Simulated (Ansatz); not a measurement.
## Worked example: correlation energy of HAlSi, quintet

Geometry: that of the HAlSi, triplet, kept fixed. The singlet lies 2.0 eV lower here.

```
atom   x (Å)   y (Å)    z (Å)
  Si  0.0000  0.0000   2.0886
  Al  0.0000  0.0000  -0.2449
   H  0.0000  0.0000  -1.8437
```

Basis 6-31G; Ansatz 0.2.0. Only valence electrons are correlated (noble-gas cores frozen), which leaves 8 electrons in 18 orbitals. Prefix R: restricted or restricted open-shell reference; prefix U: unrestricted.

Full CI is exact within this basis and frozen core; it isn't the basis-set limit. The frozen core follows each run's orbitals, which can shift R against U totals by a few meV.

UCCSD has a T1 diagnostic of 0.024 and a largest doubles amplitude of 0.07.

Runs differ by some tens of microhartree through their thresholds and, for an open shell, their frozen cores, so the step to full CI, which has another core, is uncertain by up to 0.1 kcal/mol.

```
    level  total energy (hartree)
      UHF             -531.218091
     UMP2             -531.256955
    UCCSD             -531.277411
 UCCSD(T)             -531.278505
   UCCSDT             -531.279111
UCCSDT(Q)             -531.279171
  UCCSDTQ             -531.279201
  full CI             -531.279195
```

**Question.** What is the correlation energy at full CI, and what share of it do UMP2 and UCCSDT recover?

**Answer.** E(corr) = -531.279195 − (-531.218091) = -0.061104 hartree = -1.663 eV. UMP2: -0.038864 / -0.061104 = 63.60 %. UCCSDT: -0.061020 / -0.061104 = 99.86 %.

**Question.** By how many kcal/mol does UCCSD(T) miss full CI (1 hartree = 627.509 kcal/mol), and which steps make up the rest?

**Answer.** -531.278505 − (-531.279195) = 0.000690 hartree = 0.43 kcal/mol. Steps: UCCSDT − UCCSD(T) = -0.38, UCCSDT(Q) − UCCSDT = -0.04, UCCSDTQ − UCCSDT(Q) = -0.02, full CI − UCCSDTQ = 0.00 kcal/mol. That is within 1 kcal/mol of the reference in this basis, which itself misses far more of the correlation at the basis-set limit.
